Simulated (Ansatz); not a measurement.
# C2H3NO: taking an electron away

Aim: the vertical ionisation energy of C2H3NO, as cation minus neutral at the neutral's geometry, on several levels, and how well −ε(HOMO) stands in for it.

Method: unrestricted cation, the program's frozen cores in correlated methods; program: Ansatz 0.2.0, Gaussian basis.

Levels to be run: UKS PBE-D4/def2-TZVPP; UKS r2SCAN-D4/def2-TZVPP; UKS PBE0-D4/def2-TZVPP; UKS B3LYP-D4/def2-TZVPP; UKS wB97X-V/def2-TZVPP; UKS wB97M-V/def2-TZVPP; UKS B2PLYP/def2-TZVPP; UHF-CCSD(T)/def2-TZVPP; UHF-MP2/def2-QZVPP; extrapolation to the limit; then −ε(HOMO) from the neutral's earlier runs with LDA (SPW92), PBE-D4, revPBE-D4, BLYP-D4, r2SCAN-D4, B97M-V, PBE0-D4, B3LYP-D4, r2SCANh-D4, r2SCAN0-D4, HSE06-D4, BHLYP-D4, CAM-B3LYP-D4, LC-ωPBE, ωB97X-V, ωB97M-V.

## 1. The relaxed structure

The geometry comes from an earlier relaxation with PBE0-D4 in a triple-zeta def2 set; it is a stationary point, not always the lowest conformer.

SMILES `N=C1CO1`, 7 atoms, charge 0, spin multiplicity 1.

Atoms are counted from 1 here; the program's logs count them from 0.

Bond lengths: N1–C2 1.245 Å, N1–H5 1.016 Å, C2–C3 1.439 Å, C2–O4 1.329 Å, C3–O4 1.480 Å, C3–H6 1.086 Å, C3–H7 1.086 Å. Angles: C2–N1–H5 110.7°, N1–C2–C3 159.7°, N1–C2–O4 135.7°, C3–C2–O4 64.5°, C2–C3–O4 54.1°, C2–C3–H6 120.4°, C2–C3–H7 120.5°, O4–C3–H6 114.1°, O4–C3–H7 114.1°, H6–C3–H7 116.7°, C2–O4–C3 61.4°.

## 2. Cation, UKS PBE-D4/def2-TZVPP

in.yaml

```yaml
crystal:
  periodic: [false, false, false]
  atoms:
    - {symbol: N, position_ang: [-1.491664, 0.299867, -0.774230]}
    - {symbol: C, position_ang: [-0.502094, -0.115055, -0.143523]}
    - {symbol: C, position_ang: [0.828815, -0.161329, 0.402636]}
    - {symbol: O, position_ang: [-0.224185, -1.183845, 0.595798]}
    - {symbol: H, position_ang: [-1.286978, 1.189494, -1.219418]}
    - {symbol: H, position_ang: [1.074630, 0.396710, 1.300709]}
    - {symbol: H, position_ang: [1.662678, -0.493844, -0.207673]}
basis:
  gaussian: {orbitals: def2-TZVPP}
total_charge: 1
magnetization: {spin_polarized: true, initial_magnetization: 1}
hamiltonian: {xc: pbe, dispersion: d4}
```

Started as:

```
$ ansatz run in.yaml --threads 2 --pin off --events-out ev --progress --plain --max-ram 4352MiB
```

The runs that follow: Cation, UKS r2SCAN-D4/def2-TZVPP; Cation, UKS PBE0-D4/def2-TZVPP; Cation, UKS B3LYP-D4/def2-TZVPP; Cation, UKS wB97X-V/def2-TZVPP; Cation, UKS wB97M-V/def2-TZVPP; Cation, UKS B2PLYP (frozen core)/def2-TZVPP; Cation, UHF-CCSD(T)/def2-TZVPP; Cation, UHF-MP2/def2-QZVPP.

Before running them: what should the planned runs give, taken together? Wanted: ionisation energy, CCSD(T)/CBS; nearest functional by difference; nearest −ε(HOMO); −ε(HOMO) of PBE; T1 of the cation.

**Answer**, as computed:

| quantity | value |
| --- | --- |
| ionisation energy, CCSD(T)/CBS | 10.73 eV |
| nearest functional by difference | ωB97M-V (-0.13 eV) |
| nearest −ε(HOMO) | LC-ωPBE (+0.07 eV) |
| −ε(HOMO) of PBE | 6.50 eV |
| T1 of the cation | 0.036 |

**Reading.** By cation minus neutral, the functionals miss by 0.45 eV at most. The PBE orbital energy is 4.2 eV too small: a semilocal HOMO is no ionisation energy. Among orbital estimates LC-ωPBE comes nearest. Hartree-Fock falls 1.26 eV short, as the neutral has more correlation energy than the cation. The cation's T1 (from the report) is 0.036, near the customary mark of 0.045 for open shells, so the coupled-cluster value is less safe.
